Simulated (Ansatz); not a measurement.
Geometry optimisation, RKS r2SCANh/6-31G* in Ansatz 0.2.0.

The input (input.yaml):

```yaml
crystal:
  periodic: [false, false, false]
  atoms:
    - { symbol: Si, position_ang: [-0.8875, -0.7379, 0.1316] }
    - { symbol: C, position_ang: [0.659, 0.791, 0.0095] }
    - { symbol: S, position_ang: [0.1161, -2.1281, -0.9751] }
    - { symbol: H, position_ang: [0.7051, -0.4791, -0.565] }
    - { symbol: H, position_ang: [-2.0414, -0.0272, -0.3987] }
    - { symbol: H, position_ang: [-1.0263, -0.847, 1.5758] }
    - { symbol: H, position_ang: [-0.0089, 1.579, -0.3091] }
    - { symbol: H, position_ang: [0.8896, 0.8857, 1.0615] }
    - { symbol: H, position_ang: [1.5941, 0.9636, -0.5306] }
basis:
  gaussian: { orbitals: "6-31G*" }
hamiltonian:
  xc: r2scanh
relax:
  f_tol: 0.15
  max_steps: 25
  restrain:
    - { distance: [3, 1], at: 2.37, k: 30.0 }
    - { distance: [0, 1], at: 1.87, k: 30.0 }
    - { distance: [3, 2], at: 1.36, k: 30.0 }
```

Command:

```bash
$ ansatz run input.yaml --threads 2 --pin off --max-ram 3072MiB --backend cpu --events-out ev --progress --plain --runs-dir out
```

Q: Where does it end, and by what steps?

A: The run converged. The restraints hold the end off the free minimum. After 8 steps the energy has fallen by 2.212 eV (the restraints' own energy left out); H4 moved furthest, 0.88 Å. Parted: Si1–H4. Joined: S3–H4.

```json
{"step": "0", "energy less start (eV)": "0.0000", "largest force component (eV/Å)": "1.355", "accepted": "yes"}
{"step": "1", "energy less start (eV)": "-0.1518", "largest force component (eV/Å)": "2.040", "accepted": "yes"}
{"step": "2", "energy less start (eV)": "-0.5609", "largest force component (eV/Å)": "3.260", "accepted": "yes"}
{"step": "3", "energy less start (eV)": "-1.1385", "largest force component (eV/Å)": "2.597", "accepted": "yes"}
{"step": "4", "energy less start (eV)": "-1.7204", "largest force component (eV/Å)": "1.165", "accepted": "yes"}
{"step": "5", "energy less start (eV)": "-2.0910", "largest force component (eV/Å)": "0.853", "accepted": "yes"}
{"step": "6", "energy less start (eV)": "-2.1064", "largest force component (eV/Å)": "1.465", "accepted": "no"}
{"step": "7", "energy less start (eV)": "-2.1938", "largest force component (eV/Å)": "0.820", "accepted": "yes"}
{"step": "8", "energy less start (eV)": "-2.2120", "largest force component (eV/Å)": "0.817", "accepted": "yes"}
```

```xyz
9
Properties=species:S:1:pos:R:3
Si -0.815 -0.459 0.198
C 0.477 0.897 0.131
S 0.149 -2.030 -0.897
H 1.147 -1.117 -0.978
H -2.099 -0.044 -0.436
H -1.110 -0.858 1.602
H 0.016 1.867 -0.105
H 0.973 1.008 1.102
H 1.262 0.736 -0.616
```

Time of the run: 23 s on 2 threads of Arm Neoverse V2, on a shared host, peak memory 0.15 GiB.
